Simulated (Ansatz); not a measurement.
Na₂O⁺. Total charge 1; doublet. Geometry PBE0-D4/def2-TZVP.

```xyz
3

Na    0.696   -1.253   -1.569
Na   -0.696    1.253    1.569
O     0.000    0.000    0.000
```

HSE06 is defined as in plane-wave codes, on full-range PBE exchange. The structure comes from a short search, and lower isomers may exist.

Q: Estimate the α-spin orbital energies around the gap (eV) in Ansatz with PBE-D4/def2-SVP, PBE-D4/def2-TZVP, BLYP-D4/def2-TZVP, PBE0-D4/def2-TZVP, HSE06-D4/def2-TZVP.

A: 
```
orbital  PBE-D4/def2-SVP  PBE-D4/def2-TZVP  BLYP-D4/def2-TZVP  PBE0-D4/def2-TZVP  HSE06-D4/def2-TZVP
 HOMO−5           -32.86            -32.89             -32.91             -36.28              -35.86
 HOMO−4           -32.84            -32.87             -32.89             -36.25              -35.83
 HOMO−3           -24.43            -25.04             -24.88             -28.08              -27.67
 HOMO−2           -11.35            -11.53             -11.40             -13.34              -12.93
 HOMO−1           -10.25            -10.40             -10.37             -12.01              -11.60
   HOMO            -9.51             -9.72              -9.69             -11.35              -10.94
   LUMO            -5.33             -5.37              -5.54              -4.69               -4.99
 LUMO+1            -4.84             -4.90              -5.11              -4.25               -4.54
 LUMO+2            -3.03             -3.20              -3.27              -2.73               -2.96
 LUMO+3            -2.90             -3.09              -3.20              -2.62               -2.86
 LUMO+4            -2.57             -2.72              -2.83              -2.25               -2.47
 LUMO+5            -2.55             -2.69              -2.83              -2.22               -2.45
 β HOMO            -8.89             -9.13              -9.13             -10.65              -10.23
 β LUMO            -8.16             -8.33              -8.42              -6.20               -6.60
```
